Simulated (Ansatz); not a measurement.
Geometry optimisation, RKS r2SCANh/def2-SVP (Ansatz).

The input (input.yaml):

```yaml
crystal:
  periodic: [false, false, false]
  atoms:
    - { symbol: Si, position_ang: [-0.120616, 0.081875, -0.918938] }
    - { symbol: O, position_ang: [1.152743, 0.195728, 1.633602] }
    - { symbol: H, position_ang: [0.743199, -0.599206, 1.999487] }
    - { symbol: H, position_ang: [1.766289, -0.158429, 0.95199] }
    - { symbol: H, position_ang: [-1.126312, 1.181062, -0.599561] }
    - { symbol: H, position_ang: [-0.994803, -0.98243, -0.24798] }
basis:
  gaussian: { orbitals: def2-SVP }
hamiltonian:
  xc: r2scanh
relax:
  f_tol: 0.03
  max_steps: 50
```

Run as:

```bash
$ ansatz run input.yaml --threads 1 --pin off --max-ram 2048MiB --backend cpu --events-out ev --progress --plain --runs-dir out
```

Task: Where does it end, and by what steps?

Result: It converged. After 7 steps the energy has fallen by 0.552 eV; O2 moved furthest, 0.58 Å. Joined: Si1–O2 (2.85 → 2.07 Å).

```
step  energy less start (eV)  largest force component (eV/Å)  accepted
   0                  0.0000                           1.177       yes
   1                 -0.1624                           1.706       yes
   2                 -0.3402                           1.639       yes
   3                 -0.4958                           0.943       yes
   4                 -0.5290                           0.266       yes
   5                 -0.5464                           0.160       yes
   6                 -0.5519                           0.047       yes
   7                 -0.5524                           0.022       yes
```

```xyz
6
Properties=species:S:1:pos:R:3
Si 0.001 0.104 -0.741
O 0.972 0.168 1.085
H 0.441 -0.216 1.795
H 1.799 -0.329 1.053
H -1.006 1.097 -0.163
H -0.786 -1.107 -0.210
```

Whether the end is a true minimum wasn't checked by a vibrational analysis.

The run took 12 s on 1 thread of Arm Neoverse V2, with other jobs on the host, peak memory 0.11 GiB.
